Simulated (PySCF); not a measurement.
Homolysis of single bonds, series B Cl-I. Isolated molecules, 0 K electronic values unless said otherwise. Strings in code marks are SMILES.

Level of theory: PBE0-D3(BJ)/def2-TZVP run with PySCF 2.14.0. 

| species | dipole moment (D) |
|---|---|
| whole molecule (`ClB(Cl)Cl`) | 0.00 |
| radical fragment (`Cl[B]Cl`) | 0.31 |
| radical fragment (`[Cl]`) | 0.00 |
| whole molecule (`ClB(Cl)I`) | 0.08 |
| radical fragment (`Cl[B]I`) | 0.45 |
| radical fragment (`[I]`) | 0.00 |
| whole molecule (`ClB(I)I`) | ? |
| radical fragment (`I[B]I`) | 0.61 |
| whole molecule (`IB(I)I`) | ? |

Question: Fill in the missing entries.

Answer: 
- whole molecule (`ClB(I)I`), dipole moment (D): 0.10
- whole molecule (`IB(I)I`), dipole moment (D): 0.00
